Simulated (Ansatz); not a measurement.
# C4H6: the cost of one run

The runs use Ansatz 0.2.0, Gaussian basis; the settings change from run to run.

## 1. The molecule

The structure was relaxed beforehand with PBE0-D4 in a triple-zeta def2 set.

10 atoms, charge 0, spin multiplicity 1.

Atoms are counted from 1 here; the program's logs count them from 0.

Bond lengths: C1–C2 1.201 Å, C1–H5 1.064 Å, C2–C3 1.453 Å, C3–C4 1.526 Å, C3–H6 1.095 Å, C3–H7 1.095 Å, C4–H8 1.092 Å, C4–H9 1.091 Å, C4–H10 1.091 Å. Angles: C2–C1–H5 179.6°, C1–C2–C3 178.9°, C2–C3–C4 112.9°, C2–C3–H6 108.8°, C2–C3–H7 108.8°, C4–C3–H6 110.0°, C4–C3–H7 110.0°, H6–C3–H7 106.2°, C3–C4–H8 110.4°, C3–C4–H9 110.8°, C3–C4–H10 110.8°, H8–C4–H9 108.4°, H8–C4–H10 108.4°, H9–C4–H10 107.9°.

## 2. LC-wPBE/aug-pcseg-2

This run has unrestricted orbitals.

File in.yaml:

```yaml
crystal:
  periodic: [false, false, false]
  atoms:
    - {symbol: C, position_ang: [-0.705120, 1.672891, -1.383081]}
    - {symbol: C, position_ang: [-0.052710, 0.883968, -0.755842]}
    - {symbol: C, position_ang: [0.713204, -0.081951, 0.013991]}
    - {symbol: C, position_ang: [-0.167039, -0.996434, 0.861650]}
    - {symbol: H, position_ang: [-1.277070, 2.375036, -1.941814]}
    - {symbol: H, position_ang: [1.320419, -0.679944, -0.673641]}
    - {symbol: H, position_ang: [1.418807, 0.456898, 0.655013]}
    - {symbol: H, position_ang: [0.447580, -1.704386, 1.421245]}
    - {symbol: H, position_ang: [-0.757620, -0.416002, 1.572259]}
    - {symbol: H, position_ang: [-0.857451, -1.561176, 0.233119]}
basis:
  gaussian: {orbitals: aug-pcseg-2}
magnetization: {spin_polarized: true, initial_magnetization: 0}
hamiltonian: {xc: {name: LC-wPBE}}
output: {forces: true}
```

Command:

```
> ansatz run in.yaml --threads 4 --pin off --events-out ev --progress --plain --max-ram 10444MiB
```

**Question.** How long does this run take on 4 threads of Arm Neoverse V1, shared host, and how much memory does it need?

About 8 s, with a peak of 0.82 GiB.
